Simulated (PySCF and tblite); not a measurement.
The numbers below are computed, except where a source is named.
Molecule: C₅H₁₁N, numbered as in [CH3:1][N:2]1[CH2:3][CH2:4][CH2:5][CH2:6]1; H named by carrier, a and b as here (phase angle P 288°, Å):

```
C1       2.074   -0.238   -0.302
N2       0.731   -0.164    0.211
C3       0.108    1.137    0.069
C4      -1.344    0.860    0.448
C5      -1.591   -0.561   -0.086
C6      -0.190   -1.100   -0.412
H1a      2.706    0.455    0.252
H1b      2.135    0.011   -1.376
H1c      2.455   -1.249   -0.159
H3a      0.591    1.861    0.728
H3b      0.172    1.511   -0.970
H4a     -1.444    0.877    1.533
H4b     -2.028    1.592    0.024
H5a     -2.214   -0.547   -0.980
H5b     -2.088   -1.176    0.661
H6a     -0.019   -2.101   -0.010
H6b     -0.040   -1.139   -1.506
```

The ring 2–3–4–5–6 is held at Altona–Sundaralingam phase angles P (ν_j = ν_max cos(P + 144°(j − 2)), ν_j about the bond from ring atom j to j + 1, counted from 0) and the rest relaxed at GFN2-xTB. Energies: CAM-B3LYP/pcSseg-1 + D3(BJ). Couplings: B3LYP/6-31G* with H pcJ-1, gas phase, for ¹H. (tblite 0.8, PySCF 2.14.)

One held structure gave ³J(H4a,H5a) = 13.0, ³J(H3a,H4b) = 0.0, ³J(H4b,H5b) = 0.3, ³J(H5a,H6a) = 12.3, ³J(H5b,H6b) = 0.1, ³J(H3b,H4a) = 11.3, ³J(H5a,H6b) = 8.8, ³J(H4b,H5a) = 6.9 Hz.

(1) At which phase angle P was it held?
A. 360°
B. 216°
C. 144°
D. 288°
E. 72°

Results:

(1) A. It lies 2.83 kcal/mol above the lowest point.
